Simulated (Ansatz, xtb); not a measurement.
CH5Si (SMILES [CH2][SiH3]): the vertical ionisation energy, rung by rung

CH5Si has 7 atoms, charge 0, and is taken as a doublet. SMILES: `[CH2][SiH3]`. Geometry: relaxed at PBE0-D4/def2-TZVP.

Quantity: the vertical ionisation energy (to the singlet cation), in eV. The values are calculated.

```json
{"level": "GFN2-xTB", "kind": "semi-empirical", "program": "xtb", "value (eV)": "13.14", "less FCI/STO-3G": "+6.28", "CPU time (all runs)": "under 2 s"}
{"level": "UHF/STO-3G", "kind": "Hartree–Fock", "program": "Ansatz", "value (eV)": "7.12", "less FCI/STO-3G": "+0.26", "CPU time (all runs)": "0.22 s"}
{"level": "U-revPBE/STO-3G", "kind": "GGA", "program": "Ansatz", "value (eV)": "7.42", "less FCI/STO-3G": "+0.56", "CPU time (all runs)": "3.2 s"}
{"level": "UBLYP/STO-3G", "kind": "GGA", "program": "Ansatz", "value (eV)": "7.24", "less FCI/STO-3G": "+0.38", "CPU time (all runs)": "3.1 s"}
{"level": "U-r2SCAN0/STO-3G", "kind": "hybrid meta-GGA", "program": "Ansatz", "value (eV)": "7.88", "less FCI/STO-3G": "+1.02", "CPU time (all runs)": "8.4 s"}
{"level": "U-wB97X/STO-3G", "kind": "range-separated hybrid", "program": "Ansatz", "value (eV)": "7.69", "less FCI/STO-3G": "+0.83", "CPU time (all runs)": "17 s"}
{"level": "UB2PLYP/STO-3G", "kind": "double hybrid", "program": "Ansatz", "value (eV)": "7.34", "less FCI/STO-3G": "+0.48", "CPU time (all runs)": "4 s"}
{"level": "RPA@PBE/STO-3G", "kind": "RPA", "program": "Ansatz", "value (eV)": "6.53", "less FCI/STO-3G": "-0.33", "CPU time (all runs)": "4.4 s"}
{"level": "UBCCD(T)/STO-3G", "kind": "coupled cluster or CI", "program": "Ansatz", "value (eV)": "6.87", "less FCI/STO-3G": "+0.01", "CPU time (all runs)": "0.47 s"}
{"level": "FCI/STO-3G", "kind": "exact in the basis", "program": "Ansatz", "value (eV)": "6.86", "less FCI/STO-3G": "0.00", "CPU time (all runs)": "39 s"}
```

FCI/STO-3G is exact within its basis and frozen core, so for wave-function methods in that basis the difference is their error; functionals converge differently with the basis, so for them it is only a difference. The values span 6.53 to 13.14 eV. The xTB values lack the empirical shift that such differences need. All rows use very small basis sets, so none should be taken for the real molecule's value. In so small a basis fixed costs decide the times, and correlated methods can beat functionals. Times are those of the runs behind each value, whatever else they computed, on shared processors of several kinds: orders of magnitude only.
